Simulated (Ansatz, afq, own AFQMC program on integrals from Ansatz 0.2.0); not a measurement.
## BH, singlet: AFQMC among the cluster methods

```xyz
2

B     0.0000    0.0000    0.0000
H     0.0000    0.0000    1.2410
```

Basis cc-pVTZ. Noble-gas cores (and the filled d shells of Ga–Kr and In–Xe) are frozen. AFQMC by an in-house program on the Cholesky factors that Ansatz 0.2.0 writes for its CCSD(T) run. ph-AFQMC/CISD is guided by a CISD state made of CCSD amplitudes; releasing the constraint for a short imaginary time cuts its bias at the price of noise, slowly where states lie close. Free AFQMC starts from the CCSD state and is never constrained. Its projection time is finite, and what remains of the start isn't in its error. ± is one standard error of the sampling.

Determinant: RHF, the one that the program's search chose, which needn't be the lowest solution. The geometry is a point of a scan.

Full CI on the same integrals is exact in this basis and with this determinant's frozen core.

Cautions: restricted determinant unstable towards unrestricted (UHF 176 meV lower, ⟨S²⟩ 0.48).

```
T1 diagnostic                               : 0.0135
weight of the determinant in the CISD state : 0.913
size of the correlated space                : 4 electrons in 43 orbitals
```

| level | correlation energy (eV) |
| --- | --- |
| MP2 | -2.0013 |
| CCSD | -2.6864 |
| CCSD(T) | -2.7419 |

Question: Estimate where phaseless AFQMC with a CISD trial lies against CCSD(T) on the same integrals.

Answer: 0.8 ± 0.2 kJ/mol below CCSD(T).

Reference: full CI, correlation energy -2.756 eV. The released energy is read at 2.40 1/Eh (meV from the phaseless value at times in 1/Eh: -2.5 ± 1.7 at 0.24, -1.7 ± 1.7 at 0.51, -3.6 ± 1.8 at 0.99, -5.8 ± 1.5 at 1.62, -4.3 ± 1.4 at 2.40).

| level | E − E(reference) (kJ/mol) | share of correlation (%) |
| --- | --- | --- |
| CCSD(T) | 1.4 | 99.48 |
| CCSDT | 0.2 | 99.92 |
| CCSDT(Q) | 0.1 | 99.98 |
| ph-AFQMC/HF | -0.1 ± 1.5 | 100.03 |
| ph-AFQMC/CISD | 0.6 ± 0.2 | 99.79 |
| released AFQMC | 0.1 ± 0.1 | 99.95 |
| free AFQMC | -0.1 ± 0.09 | 100.05 |

CCSDT and higher add their correlation energy to the determinant of the CCSD(T) run, since their own runs factorise the integrals more tightly (a shift of under 2 meV). Free projections are given only where their last times agree within the noise and don't stop above the reference; a slow remainder of the start can still hide under it. A walk keeps the symmetry of its determinant, which the program's search chose and which needn't be the lowest solution, so a lower state of the same spin and another symmetry isn't excluded. Released energies are given only where the last usable release times agree within the noise; a slower fall can still hide under it.
